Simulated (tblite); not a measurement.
CH₅OSi (doublet state).
SMILES with atom numbers: `[OH:1][CH2:2][SiH2:3]` (hydrogens: H4 on O1; H5, H6 on C2; H7, H8 on Si3)

Computed with GFN2-xTB (tblite), gas phase: L-BFGS steps from a force-field or distance-geometry start until the largest atomic force falls under 0.01 eV/Å.

Step 4: E = -282.9292 eV
```
atom  x, y, z in Å  |  force x, y, z in eV/Å
O1     -1.1537    0.2484    0.8496    0.020  -0.014  -0.245
C2     -0.5487   -0.4606   -0.2386    0.166  -0.003  -0.057
Si3     1.3229   -0.0565   -0.3057   -0.201  -0.056   0.125
H4     -1.3099    1.1435    0.5351    0.015   0.046   0.189
H5     -0.7429   -1.5171   -0.0615   -0.013  -0.023   0.035
H6     -1.0329   -0.1828   -1.1802   -0.122  -0.103   0.008
H7      2.0800   -0.5552    0.8323   -0.018  -0.002  -0.019
H8      1.3943    1.3899   -0.4555    0.152   0.156  -0.036
```

Step 5: E = -282.9350 eV
```
atom  x, y, z in Å  |  force x, y, z in eV/Å
O1     -1.1537    0.2450    0.8462   -0.018   0.014  -0.171
C2     -0.5460   -0.4560   -0.2416    0.012  -0.134  -0.130
Si3     1.3211   -0.0543   -0.3007   -0.108   0.057   0.077
H4     -1.3073    1.1432    0.5429    0.012   0.098   0.156
H5     -0.7474   -1.5113   -0.0621    0.059  -0.059   0.051
H6     -1.0414   -0.1969   -1.1858   -0.049  -0.021   0.063
H7      2.0816   -0.5575    0.8346   -0.043   0.013  -0.034
H8      1.4022    1.3972   -0.4581    0.135   0.033  -0.012
```

Step 6: E = -282.9387 eV
```
atom  x, y, z in Å  |  force x, y, z in eV/Å
O1     -1.1539    0.2429    0.8407   -0.055   0.021  -0.072
C2     -0.5441   -0.4557   -0.2457   -0.098  -0.150  -0.121
Si3     1.3177   -0.0520   -0.2962   -0.009   0.129   0.022
H4     -1.3057    1.1453    0.5504    0.027   0.104   0.107
H5     -0.7488   -1.5093   -0.0613    0.093  -0.089   0.052
H6     -1.0473   -0.2054   -1.1878   -0.016   0.014   0.035
H7      2.0816   -0.5585    0.8352   -0.056   0.017  -0.029
H8      1.4096    1.4022   -0.4598    0.114  -0.045   0.006
```

Q: Estimate the geometry and energy of step 7. (The exact step hangs on the optimiser's Hessian estimate; all steps are aligned on step 6, rigid shifts and turns removed.)

A: E = -282.9421 eV, largest force 0.184 eV/Å
```
atom  x, y, z in Å  |  force x, y, z in eV/Å
O1     -1.1551    0.2412    0.8336   -0.093   0.015   0.031
C2     -0.5436   -0.4581   -0.2515   -0.150  -0.092  -0.053
Si3     1.3138   -0.0477   -0.2916    0.062   0.142  -0.037
H4     -1.3036    1.1495    0.5597    0.053   0.075   0.045
H5     -0.7482   -1.5100   -0.0594    0.108  -0.106   0.044
H6     -1.0533   -0.2127   -1.1891   -0.006   0.026  -0.032
H7      2.0803   -0.5590    0.8351   -0.063   0.018  -0.016
H8      1.4188    1.4061   -0.4613    0.088  -0.076   0.018
```

The energy changes by -0.0034 eV. The first-order estimate −F·Δx gives -0.0048 eV and the mean of the old and new forces, exact on a quadratic surface, -0.0034 eV. The step makes an angle of 52° with the force vector and moves no atom by more than 0.010 Å.

What follows is the cost of the whole relaxation. Hardware: AMD EPYC 9R45, one thread, shared host with 96 logical CPUs at a one-minute load of 34. Cost: under 0.1 s.
